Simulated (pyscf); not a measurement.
`[SiH3][SiH2][GeH3]` + `[H]` [doublet] → `[GeH4]` + `[SiH2][SiH3]` [doublet] (substitution at Ge; doublet surface; Ge–Si broken, Ge–H formed). PySCF, gas phase, ωB97X-D3(BJ)/def2-SVP geometries. Energies in kJ/mol from the separated reactants.

| level | barrier | reaction energy |
|---|---|---|
| ωB97X-D3(BJ)/def2-TZVP | 19.6 | -44.8 |
| PBE/def2-TZVP | -0.6 | -63.8 |
| r²SCAN/def2-TZVP | -5.7 | -72.3 |
| B3LYP-D3(BJ)/def2-TZVP | 2.9 | -72.4 |
| PBE0-D3(BJ)/def2-TZVP | ? | ? |
| ωB97M-D3(BJ)/def2-TZVP | ? | -65.6 |

**Question.** Fill in the missing entries.

**Answer.** 
- PBE0-D3(BJ)/def2-TZVP, barrier: 6.9
- PBE0-D3(BJ)/def2-TZVP, reaction energy: -56.7
- ωB97M-D3(BJ)/def2-TZVP, barrier: 18.1

At PBE, r²SCAN this geometry lies under the reactants; that is no barrier but a single point on another level's saddle; such a level's own saddle, if it has one, lies nearer that side and is low. This is the saddle that the search found; another between the same sides may lie lower. The angle at the attacked Ge is 65° (front-side attack). Elements up to Kr have no core potential and no relativistic terms here.
